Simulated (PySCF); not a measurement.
Run record: geometry optimisation, 1-chloro-2-methylpropane (`CC(CCl)C`).

Method: PBE0-D3(BJ)/def2-SVP geometry optimisation, gas phase (PySCF 2.14.0). Start geometry: GFN2-xTB. The input is one job of a driver script: a line of settings, then coordinates in Å.

Input:
```
{"job": {"xc": "PBE0", "basis": "def2-SVP", "d3": "d3bj", "grid": 1, "kind": "geom"}, "charge": 0, "multiplicity": 1}
C      1.260786    -0.682394    -0.139460
C     -0.020441    -0.049664     0.395980
C      0.024900     1.471021     0.251055
C     -1.241130    -0.585847    -0.343746
Cl    -1.477556    -2.326668    -0.034237
H      2.121043    -0.322314     0.419058
H      1.398607    -0.429071    -1.188803
H      1.218059    -1.764694    -0.047426
H     -0.121889    -0.299971     1.457184
H      0.888395     1.869364     0.777533
H      0.101736     1.751723    -0.797197
H     -0.871297     1.927366     0.664961
H     -1.128051    -0.470603    -1.422057
H     -2.153839    -0.088722    -0.015012
```

Question: What does the run print?

Answer: 
```
step   0  E = -617.45590064  max force = 0.012651
step   1  E = -617.45714958  max force = 0.002490
step   2  E = -617.45717392  max force = 0.000312
step   3  E = -617.45717506  max force = 0.000093
optimisation converged
```

Energies in Eh; «max force» is the largest Cartesian gradient component in Eh/bohr.

Question: How much energy does the optimisation release, in eV?

Answer: E(step 0) − E(last step) = 0.001274 Eh, which is 0.035 eV.

Question: Give the first gradient maximum in eV/Å.

Answer: With 1 Eh/bohr = 51.422 eV/Å, 0.651 eV/Å.

In short: final energy -617.45718 Eh after 3 steps; dipole 1.94 D.

Question: Where do the atoms end?

Answer: 0.029 Å rms from the input after alignment:
```
atom  x, y, z in Å
C1     0.8889   -1.1371   -0.4343
C2    -0.3935   -0.4976    0.0802
C3    -0.3652    1.0209   -0.0672
C4    -1.6275   -1.0430   -0.6227
Cl5   -1.8652   -2.7965   -0.3471
H6     1.7629   -0.7719    0.1257
H7     1.0476   -0.8957   -1.4988
H8     0.8506   -2.2314   -0.3371
H9    -0.5003   -0.7421    1.1520
H10    0.5020    1.4475    0.4590
H11   -0.2856    1.3149   -1.1269
H12   -1.2722    1.4894    0.3458
H13   -1.5597   -0.8983   -1.7118
H14   -2.5393   -0.5456   -0.2637
```

On one thread of an Arm Neoverse V1, shared host, this took 22 s of wall time.
Labels such as C1 count atoms from 1, the log's own numbers from 0.
